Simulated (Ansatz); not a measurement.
Pyrite RuS₂ was calculated with BLYP (Ansatz, an electronic-structure program, plane waves, PAW).

Input:

Ansatz 0.2 input:
```yaml
crystal:
  lattice:
    - [5.6927517009, 0.0, 0.0]
    - [0.0, 5.6927517009, 0.0]
    - [0.0, 0.0, 5.6927517009]
  atoms:
    - { symbol: Ru, position: [0.0, 0.5, 0.5] }
    - { symbol: Ru, position: [0.5, 0.0, 0.5] }
    - { symbol: Ru, position: [0.0, 0.0, 0.0] }
    - { symbol: Ru, position: [0.5, 0.5, 0.0] }
    - { symbol: S, position: [0.6135599415, 0.8864400585, 0.1135599415] }
    - { symbol: S, position: [0.1135599415, 0.6135599415, 0.8864400585] }
    - { symbol: S, position: [0.6135599415, 0.6135599415, 0.6135599415] }
    - { symbol: S, position: [0.3864400585, 0.3864400585, 0.3864400585] }
    - { symbol: S, position: [0.8864400585, 0.1135599415, 0.6135599415] }
    - { symbol: S, position: [0.8864400585, 0.3864400585, 0.1135599415] }
    - { symbol: S, position: [0.1135599415, 0.8864400585, 0.3864400585] }
    - { symbol: S, position: [0.3864400585, 0.1135599415, 0.8864400585] }
basis:
  ecutwfc: 520
  ecutrho_ratio: 4
  xc_grid: 2
kpoints:
  mp_grid: { grid: [6, 6, 6] }
hamiltonian:
  xc: blyp
  dispersion: none
  pseudopotentials: { kind: paw }
scf:
  occupations: { method: fermi_dirac, width: 0.01 }
output:
  forces: true
  stress: true
  eigenvalues: true
relax:
  f_tol: 0.004
  escape_saddle: false
  max_steps: 80
```

Output (set-up and result lines):

```
WARN output.stress: scf.convergence.dr2_threshold = 1.6e-8 eV (the default of a walk held to its f_tol) is looser than the 1.2e-9 eV advised for a printed …
Relaxation: its limit of steps is 80 (relax.max_steps)
Crystal: 12 atoms, lattice volume = 184.487 Å³
Basis set: ecut = 520 eV, 4945 PW (Γ), exchange–correlation on 90×90×90 points (8 copies of the dense FFT grid, shifted against one another)
Bands: 68, of which v1, the nominal top of the filled ones, is band 56 counted from 1 (55 counted from 0)
Symmetry: 24 space group operations
Space group: Pa-3 (ITA 205), of the structure as read, at distance tolerance 5.7e-5 Å
k-points: 24 of 216
Functional: x = b88, c = lyp
SCF iter   1: F=—  HF=-30828.224606 eV  |F-HF|=—  |Δ(HF+E_count)|=         —  Δρ=1.11e-2  dr2=2.31e-1
SCF iter   2: F=—  HF=-30828.156749 eV  |F-HF|=—  |Δ(HF+E_count)|=   6.79e-2  Δρ=5.61e-3  dr2=6.57e-2
  ...
SCF 1 converged in 6 iterations: F = -30828.132597 eV  dr2 = 3.57e-8
Crystal: 12 atoms, lattice volume = 184.487 Å³
Initial density: handed on by an earlier stage of this run
  ...
Crystal: 12 atoms, lattice volume = 184.487 Å³
SCF iter   5: F=-30828.132742 eV  HF=-30828.132742 eV  |F-HF|=1.16e-10  |Δ(HF+E_count)|=   2.56e-9  Δρ=3.77e-7  dr2=2.09e-10
SCF iter   6: F=-30828.132742 eV  HF=-30828.132742 eV  |F-HF|=7.28e-12  |Δ(HF+E_count)|=  1.53e-10  Δρ=8.10e-8  dr2=9.04e-12
SCF 3 converged in 6 iterations: F = -30828.132742 eV  dr2 = 9.04e-12
relax step   3: F+E_penalty+E_count = -30828.13274227 eV  Δ(F+E_penalty+E_count) = -5.912e-5 eV  max|allowed force component| = 3.233e-5 eV/Å  Δτ_max = 0.0011 Å  (6 SCF iters, accepted)
SCF converged after 6 iterations
Free energy (F): -30828.132742 eV
Internal energy: -30828.132742 eV  (E = F + TS)
E sigma→0 (E₀):  -30828.132742 eV
Fermi energy:    13.393653 eV
--- Forces (eV/Å), atoms counted from 1 ---
  atom   1  Ru    -0.00000000    -0.00000000     0.00000000
  atom   2  Ru    -0.00000000     0.00000000     0.00000000
  atom   3  Ru    -0.00000000     0.00000000    -0.00000000
  atom   4  Ru     0.00000000    -0.00000000     0.00000000
  atom   5  S      0.00003233    -0.00003233     0.00003233
  atom   6  S      0.00003233     0.00003233    -0.00003233
  atom   7  S      0.00003233     0.00003233     0.00003233
  atom   8  S     -0.00003233    -0.00003233    -0.00003233
  atom   9  S     -0.00003233     0.00003233     0.00003233
  atom  10  S     -0.00003233    -0.00003233     0.00003233
  atom  11  S      0.00003233    -0.00003233    -0.00003233
  atom  12  S     -0.00003233     0.00003233    -0.00003233
--- Stress (GPa, compression-positive) ---
        6.373163      -0.000000       0.000000
       -0.000000       6.373163       0.000000
        0.000000       0.000000       6.373163
  P = ⅓ Tr σ = 6.3732 GPa (63.732 kbar)
```

The cell is one volume of an energy–volume scan, off the minimum.

The PAW data were made under PBE.

It cost roughly 60 core-seconds of CPU time.
